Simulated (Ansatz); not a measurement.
Zinc-blende HgTe

The numbers are results of LDA (plane waves, PAW; Ansatz, an electronic-structure program), not measurements.

Settings: plane-wave cutoff 520 eV, 20×20×20 k mesh, Fermi–Dirac smearing 0.05 eV, scalar-relativistic PAW data made under PBE.

Cell: relaxed at this level.

| Item | Result |
|---|---|
| elastic constant C11 | 58.7 GPa |
| elastic constant C12 | 41.7 GPa |
| elastic constant C44 | 22.6 GPa |
| Voigt–Reuss–Hill bulk modulus | 47.4 GPa |
| Voigt–Reuss–Hill shear modulus (Hill average) | 15.3 GPa |

Measured, for comparison: elastic constant C11 53.6 GPa, elastic constant C12 36.6 GPa, elastic constant C44 21.2 GPa (temperature not stated, not corrected to a static lattice; as tabulated in Oses et al. (2018), arXiv:1811.08464). Computed (rounded) less measured: elastic constant C11 +10 %, elastic constant C12 +14 %, elastic constant C44 +7 %. A static lattice is as a rule a little smaller and stiffer than an uncorrected measurement, which narrows the difference in the elastic constant C11, elastic constant C44 and would widen misses of the other sign.

Note: the solid has no gap at this level, which affects its response.

Elastic constants are with the ions relaxed.

Spin–orbit coupling is not included; it can shift volumes and moduli of such heavy elements.

The computed numbers hold no vibrational or temperature effects.

The result took around 50 core-minutes (rough).
